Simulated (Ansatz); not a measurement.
Relaxation of AlClH4S (7 atoms, charge 0, multiplicity 1), to a largest force component of 0.03 eV/Å in at most 50 steps.

Method: Ansatz, RKS PBE0-D4/def2-SVP.

```xyz
7
Properties=species:S:1:pos:R:3:forces:R:3
Al 0.080 -0.511 -0.474 0.03 -0.33 0.31
Cl -0.127 -0.046 2.911 0.21 -0.94 -0.52
H 1.413 0.309 -0.680 0.00 0.00 0.00
H -1.388 -0.062 -0.855 0.00 0.00 0.00
S 0.360 -2.617 0.257 -0.05 0.40 -0.04
H -0.958 -2.917 0.220 0.00 0.00 0.00
H 0.142 -1.280 2.472 -0.19 0.87 0.24
```

Q: Where does it end, and by what steps?

A: The run converged. The force dipped under the threshold on the way, but the program's further checks kept it going. After 29 steps the energy has fallen by 0.942 eV; H7 moved furthest, 1.68 Å. Parted: Cl2–H7 (1.34 → 3.30 Å). Joined: Al1–Cl2 (3.42 → 2.14 Å), S5–H7 (2.60 → 1.35 Å).

```csv
step,energy less start (eV),largest force component (eV/Å),accepted
0,0.0000,0.943,yes
2,-0.1464,0.463,yes
4,-0.1749,0.221,yes
6,-0.1998,0.197,yes
8,-0.2267,0.257,yes
10,-0.4053,1.168,yes
12,-0.8060,0.443,yes
14,-0.8626,0.216,yes
16,-0.9062,0.137,yes
18,-0.9111,0.295,no
20,-0.9326,0.026,yes
22,-0.9352,0.055,yes
24,-0.9375,0.263,yes
26,-0.9418,0.009,yes
28,-0.9421,0.136,no
29,-0.9425,0.025,yes
```

```xyz
7
Properties=species:S:1:pos:R:3
Al -0.030 -0.015 0.089
Cl -0.571 0.428 2.117
H 1.490 0.238 -0.294
H -1.217 -0.005 -0.964
S 0.122 -2.556 0.371
H -1.072 -2.697 0.991
H 0.799 -2.516 1.542
```

Whether the end is a true minimum wasn't checked by a vibrational analysis.

Time of the run: 34 s on 1 thread of AMD EPYC 9R45 96-Core Processor (Zen 5), on a shared host, peak memory 0.16 GiB.
